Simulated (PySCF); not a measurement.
# Telling isomers of C2H4F2O apart by NMR

How the numbers were obtained: shielding tensors at PBE0/pcSseg-1 (GIAO), PBE0-D3(BJ)/def2-SVP geometry, J couplings at B3LYP/pcJ-1, in PySCF (equivalent nuclei averaged, no solvent model, a single conformation, no relativistic terms).

Shifts are taken against calculated references (same method and geometry level): $^{1}$H (σref 31.27), $^{13}$C (σref 184.41) against TMS. Multiplet labels drop J under 1 Hz and among equivalent protons, and merge close values. Unscaled 3J(H,H) run several per cent high. Vicinal couplings that depend on rotamer populations or ring flexing (ring, CH–CH, X–H and H–F types) are those of the one conformer. One-bond C–F couplings are unscaled and too large by tens of Hz. Shifts are as computed. Against solution values, carbons near 30 ppm lie about +2 ppm off and those near 130 ppm about +5 ppm. Of 1211 compounds with measured shifts, 218 miss one by over three times the rms of a fit or turn the order of signals round; such compounds aren't used in these exercises. OH and NH positions are gas-phase values without hydrogen bonding to other molecules.

(1) Tabulate the signals of `COC(F)F`, `OCC(F)F` and their relative energies.

(2) What is the quickest way to tell COC(F)F from OCC(F)F?

Results:

(1) 
| SMILES | carbon types | δC | δH | E rel. (kcal/mol) |
| --- | --- | --- | --- | --- |
| COC(F)F | 1×CH 1×CH3 | 122.5, 53.0 | 5.66 (t, 1H), 3.46 (s, 3H) | 0.0 |
| OCC(F)F | 1×CH 1×CH2 | 118.3, 65.7 | 5.68 (t, 1H), 3.75 (t, 2H), 0.88 (br s, 1H) | 2.7 |

Energies are electronic energies at PBE0/pcSseg-1 on these geometries, without zero-point or thermal terms, each for the one conformer computed, which needn't be the lowest.

(2) Both give the same number of carbon signals, but DEPT or the intensities differ. The first has a methyl carbon bonded to O (CH3) at 53.0 ppm, the second an sp3 CH2 bonded to O at 65.7 ppm. Their most deshielded carbons lie at 122.5 and 118.3 ppm.
